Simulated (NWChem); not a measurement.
**Si2H6 (disilane) at 3 levels**

Wanted: a comparison of 3 runs (HF/STO-3G, HF/3-21G, B3LYP/6-31G*) of Si2H6 (disilane). 

The calculation is run with NWChem 7.3.0.

44 further runs of the same task are left out: 44 set aside as unsound or not needed.

### 1 The molecule

Si2H6 has 8 atoms, charge 0, and is taken as a singlet. As SMILES, `[SiH3][SiH3]`. The Si1–H5 distance was set to 1.934 Å, away from the relaxed value.

Bond lengths: Si1–Si2 2.338 Å, Si1–H3 1.488 Å, Si1–H4 1.488 Å, Si2–H6 1.488 Å, Si2–H7 1.488 Å, Si2–H8 1.488 Å. Angles: Si1–Si2–H6 110.3°, Si1–Si2–H7 110.3°, Si1–Si2–H8 110.3°, Si2–Si1–H3 110.3°, Si2–Si1–H4 110.3°, H6–Si2–H7 108.7°, H6–Si2–H8 108.7°, H7–Si2–H8 108.7°, H3–Si1–H4 108.7°. A long bond or contact: Si1–H5 1.934 Å.

### 2 The energy at HF/STO-3G (run 1)

Input file h6si2.nw:

```
START h6si2
TITLE "H6Si2 energy"
memory 2200 mb

GEOMETRY units angstroms noautosym nocenter noautoz
 Si   -0.080242    0.138019   -1.091003
 Si    0.623758   -0.856581    0.904897
 H     1.094158    0.596019   -1.881003
 H    -0.852642   -0.836081   -1.908003
 H    -1.208000    1.664100   -0.717900
 H     1.399258    0.116419    1.720197
 H     1.488358   -2.032681    0.617897
 H    -0.550742   -1.311381    1.696497
END

BASIS spherical bse
 * library STO-3G
END

SCF
 thresh 1e-08
 maxiter 80
END

TASK scf
```

Run with:

```
nwchem h6si2.nw > h6si2.out
```

What it wrote:

```text
[...]
  functions       =    24
[...]
  wavefunction    = RHF
[...]
         Total SCF energy =   -574.613726019472
      One-electron energy =   -978.132204872185
      Two-electron energy =    314.204738156653
 Nuclear repulsion energy =     89.313740696060
        Time for solution =      0.5s
[...]
```

It took 1.2 s on 1 thread of AMD EPYC 9R14 (Zen 4), shared host; peak memory 0.099 GiB.

### 3 A single-point energy at HF/3-21G (run 2)

Input file h6si2.nw:

```
start h6si2
title "H6Si2 hf"
memory total 2200 mb
charge 0

geometry units bohr noautosym nocenter noautoz
   Si    -0.15163540     0.26081811    -2.06169687
   Si     1.17873179    -1.61870349     1.71000750
   H      2.06765896     1.12631268    -3.55458051
   H     -1.61125986    -1.57996411    -3.60560311
   H     -2.28278916     3.14469324    -1.35663438
   H      2.64421440     0.22000003     3.25070121
   H      2.81258900    -3.84121039     1.16765610
   H     -1.04075155    -2.47815094     3.20591470
end

basis spherical bse
   Si library 3-21G
   H library 3-21G
end

scf
   thresh 1e-08
   maxiter 80
end

task scf energy
```

Run with:

```
nwchem h6si2.nw > h6si2.out
```

What it wrote:

```text
[...]
  functions       =    38
[...]
  wavefunction    = RHF
[...]
         Total SCF energy =   -578.203503331153
      One-electron energy =   -979.248283158582
      Two-electron energy =    311.731045548157
 Nuclear repulsion energy =     89.313734279272
        Time for solution =      0.5s
[...]
```

It took 1.1 s on 1 thread of AMD EPYC 9R14 (Zen 4), shared host; peak memory 0.099 GiB.

### 4 A single-point energy at B3LYP/6-31G(d) (Cartesian functions) (run 3)

Input file mol.nw:

```
START mol
memory stack 880 mb heap 220 mb global 1100 mb
GEOMETRY units angstrom noautosym nocenter noautoz
 Si   -0.080242    0.138019   -1.091003
 Si    0.623758   -0.856581    0.904897
 H     1.094158    0.596019   -1.881003
 H    -0.852642   -0.836081   -1.908003
 H    -1.208000    1.664100   -0.717900
 H     1.399258    0.116419    1.720197
 H     1.488358   -2.032681    0.617897
 H    -0.550742   -1.311381    1.696497
END
BASIS cartesian
 Si library 6-31G*
 H library 6-31G*
END
DFT
 xc b3lyp
 grid xfine
 convergence energy 1e-08
 maxiter 100
 mulliken
END
TASK dft energy
```

Run with:

```
nwchem mol.nw > mol.out
```

What it wrote:

```text
[...]
          Wavefunction type:  closed shell.
          No. of atoms     :     8
          No. of electrons :    34
[...]
          Charge           :     0
          Spin multiplicity:     1
[...]
          AO basis - number of functions:    50
[...]
              XC Information
              --------------
                         B3LYP Method XC Potential
                     Hartree-Fock (Exact) Exchange  0.200
                        Slater Exchange Functional  0.800 local
                    Becke 1988 Exchange Functional  0.720 non-local
              Lee-Yang-Parr Correlation Functional  0.810
                  VWN I RPA Correlation Functional  0.190 local
[...]
 d= 0,ls=0.0,diis     1   -582.5231264250 -6.72D+02  1.21D-02  2.09D-01     2.0
[...]
 d= 0,ls=0.0,diis     8   -582.5468507384 -1.57D-10  7.37D-07  6.21D-10    11.0
         Total DFT energy =     -582.546850738443
      One electron energy =     -983.389991528660
           Coulomb energy =      355.511545245525
    Exchange-Corr. energy =      -43.982145151368
 Nuclear repulsion energy =       89.313740696060
[...]
      Total Density - Mulliken Population Analysis
     ---------------------------------------------
    Atom       Charge   Shell Charges
 -----------   ------   -------------------------------------------------------
    1 Si  14    13.84   2.00  1.99  5.96  1.07  1.89  0.36  0.50  0.08
    2 Si  14    13.83   2.00  1.99  5.96  1.04  1.99  0.30  0.43  0.11
    3 H    1     1.05   0.51  0.54
    4 H    1     1.05   0.51  0.54
    5 H    1     1.09   0.41  0.68
    6 H    1     1.05   0.51  0.54
    7 H    1     1.05   0.51  0.54
    8 H    1     1.05   0.51  0.54
[...]
```

It took 12 s on 1 thread of AMD EPYC 9R14 (Zen 4), shared host; peak memory 0.14 GiB.

### 5 All runs side by side

| run | level | Cartesian functions | iteration cap | energy (Eh) | dipole moment (D) | HOMO energy (eV) | LUMO energy (eV) | wall time |
| --- | --- | --- | --- | --- | --- | --- | --- | --- |
| 1 | HF/STO-3G | no | 80 | -574.613726 | 0.49 | -8.32 | 8.52 | 1.2 s |
| 2 | HF/3-21G | no | 80 | -578.203503 | 0.70 | -10.87 | 2.94 | 1.1 s |
| 3 | B3LYP/6-31G* (Cartesian functions) | yes | 100 | -582.546851 | 0.77 | -8.05 | -0.62 | 12 s |

### 6 What came out

| quantity | value |
| --- | --- |
| run 3: total energy | -582.54685 Eh |
| run 3: dipole moment | 0.77 D |
| run 3: HOMO energy | -8.05 eV |
| run 3: LUMO energy | -0.62 eV |
| run 3: HOMO–LUMO gap | 7.44 eV |

In words: The dipole moment (its size) runs from 0.49 D (HF/STO-3G) to 0.77 D (B3LYP/6-31G*). The two ends differ in method and basis. The HOMO–LUMO gap runs from 7.44 eV (B3LYP/6-31G*) to 16.85 eV (HF/STO-3G). In run 1 the basis is minimal, so the values are rough. All runs together took 14 s, the longest 12 s.
